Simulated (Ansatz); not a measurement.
Basis-set extrapolation for C3H4FNO, SMILES `N#CC(F)CO` (PBE0-D4/def2-TZVP geometry, frozen core, Ansatz 0.2.0). Multiplicity 1, RHF reference.

```
                      def2-TZVPP   def2-QZVPP
                 HF  -344.800544  -344.815337
    MP2 correlation    -1.154638    -1.242228
CCSD(T) correlation    -1.221988      not run
```

Energies in hartree. Use E(X) = E(∞) + A·exp(−7.88·√X) for Hartree–Fock and E(X) = E(∞) + B·X^(−2.97) for correlation, with X = 3 and 4, and add CCSD(T) minus MP2 of the smaller set to the MP2 limit.

Q: What is the CCSD(T) energy at the basis-set limit?

A: HF limit: -344.815337 + (-0.014793) × 0.13774 = -344.81737. MP2 limit: -1.242228 + (-0.087590) × 0.74074 = -1.30711. Higher-order term: -1.221988 − (-1.154638) = -0.06735. Total: -346.19183 hartree, 106.2 kcal/mol below CCSD(T)/def2-TZVPP.
